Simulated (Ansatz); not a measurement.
# BH6NSi (SMILES NB[SiH3]): Born-Oppenheimer dynamics

Aim: follow the atoms for 30 steps of 0.75 fs at constant energy, with velocities drawn for 1000 K.

The runs use Ansatz 0.2.0, Gaussian basis; PBE0-D4/def2-SVP.

**1. Starting geometry**

SMILES `NB[SiH3]`, 9 atoms, charge 0, spin multiplicity 1.

Atoms are counted from 1 here; the program's logs count them from 0.

Bond lengths: N1–B2 1.381 Å, N1–H4 1.007 Å, N1–H5 1.008 Å, B2–Si3 1.961 Å, B2–H6 1.178 Å, Si3–H7 1.477 Å, Si3–H8 1.473 Å, Si3–H9 1.473 Å. Angles: B2–N1–H4 123.8°, B2–N1–H5 124.3°, H4–N1–H5 111.9°, N1–B2–Si3 120.6°, N1–B2–H6 115.9°, Si3–B2–H6 123.5°, B2–Si3–H7 113.9°, B2–Si3–H8 114.9°, B2–Si3–H9 114.2°, H7–Si3–H8 104.2°, H7–Si3–H9 104.0°, H8–Si3–H9 104.5°.

Coordinates:

```
N    -0.8569    0.7655   -1.1322
B    -0.0032    0.8074   -0.0481
Si    0.6031   -0.8491    0.8084
H    -1.2070   -0.0876   -1.5376
H    -1.2044    1.5809   -1.6130
H     0.3220    1.8816    0.3102
H     0.1961   -2.0757    0.0927
H     2.0636   -0.9773    0.9452
H     0.0866   -1.0457    2.1743
```

**2. The run**

md/in.yaml

```yaml
crystal:
  periodic: [false, false, false]
  atoms:
    - {symbol: N, position_ang: [-0.856920, 0.765550, -1.132170]}
    - {symbol: B, position_ang: [-0.003200, 0.807360, -0.048070]}
    - {symbol: Si, position_ang: [0.603100, -0.849120, 0.808380]}
    - {symbol: H, position_ang: [-1.206960, -0.087620, -1.537630]}
    - {symbol: H, position_ang: [-1.204350, 1.580880, -1.613020]}
    - {symbol: H, position_ang: [0.321970, 1.881620, 0.310240]}
    - {symbol: H, position_ang: [0.196070, -2.075680, 0.092750]}
    - {symbol: H, position_ang: [2.063630, -0.977270, 0.945240]}
    - {symbol: H, position_ang: [0.086640, -1.045720, 2.174280]}
basis:
  gaussian: {orbitals: def2-SVP}
hamiltonian: {xc: pbe0, dispersion: d4}
md: {n_steps: 30, timestep: 0.75, temperature: 1000, ensemble: nve, seed: 912, initial_velocities: maxwell_boltzmann}
```

The run is started by

```
$ ansatz run in.yaml --threads 2 --pin off --events-out ev --progress --plain --max-ram 3481MiB
```

What does the calculation give? Wanted: temperature at the start; mean temperature, second half; lowest and highest potential energy, from the first frame; largest change of potential + kinetic.

**Answer**, as computed:

| quantity | value |
| --- | --- |
| length | 30 steps, 22.5 fs |
| temperature at the start | 1000 K |
| mean temperature, second half | 476 K |
| lowest and highest potential energy, from the first frame | 0 and 635 meV |
| largest change of potential + kinetic | 12.8 meV |

**Reading.** With no thermostat the total energy should stay fixed; it holds within 12.8 meV, small beside the kinetic energy, so the time step serves. The instant temperature ranges from 311 to 1000 K, as energy passes between motion and strain. The molecule keeps its bonds.
